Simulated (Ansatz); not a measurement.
Relaxation of CH$_{8}$AlP (11 atoms, charge 0, multiplicity 1), to a largest force component of 0.03 eV/Å in at most 50 steps.

All numbers below come from RKS PBE0/6-31G* (Ansatz).

```xyz
11
Properties=species:S:1:pos:R:3:forces:R:3
Al 0.020 0.068 0.265 -0.02 -0.17 0.08
C -0.002 0.256 2.224 0.08 0.38 0.00
H -0.952 -0.028 2.689 0.00 0.00 -0.03
H 0.809 -0.285 2.725 0.00 0.00 -0.02
H 0.149 1.321 2.458 0.00 0.03 0.09
H 1.398 -0.097 -0.528 0.00 0.00 0.02
H -1.338 0.181 -0.566 -0.01 0.00 -0.01
P -0.361 -3.282 1.121 0.04 -0.08 -0.10
H -0.825 -2.891 -0.168 -0.01 0.00 0.02
H 1.012 -3.195 0.758 -0.01 -0.01 -0.01
H -0.391 -1.961 1.658 -0.06 -0.16 -0.05
```

Q: Where does it end, and by what steps?

A: The run converged. After 7 steps the energy has fallen by 0.090 eV; H11 moved furthest, 0.36 Å.

```csv
step,energy less start (eV),largest force component (eV/Å),accepted
0,0.0000,0.377,yes
1,-0.0573,0.097,yes
2,-0.0775,0.125,yes
3,-0.0843,0.287,yes
4,-0.0876,0.200,yes
5,-0.0897,0.046,yes
6,-0.0901,0.047,yes
7,-0.0903,0.010,yes
```

```xyz
11
Properties=species:S:1:pos:R:3
Al 0.021 -0.089 0.421
C 0.031 0.472 2.304
H -0.908 0.241 2.821
H 0.855 0.030 2.875
H 0.159 1.563 2.360
H 1.392 -0.388 -0.347
H -1.336 -0.071 -0.425
P -0.325 -3.438 0.830
H -0.831 -2.861 -0.367
H 1.024 -3.099 0.543
H -0.563 -2.273 1.621
```

Whether the end is a true minimum wasn't checked by a vibrational analysis.

Time of the run: 26 s on 1 thread of Arm Neoverse V2, with other jobs on the host, peak memory 0.14 GiB.
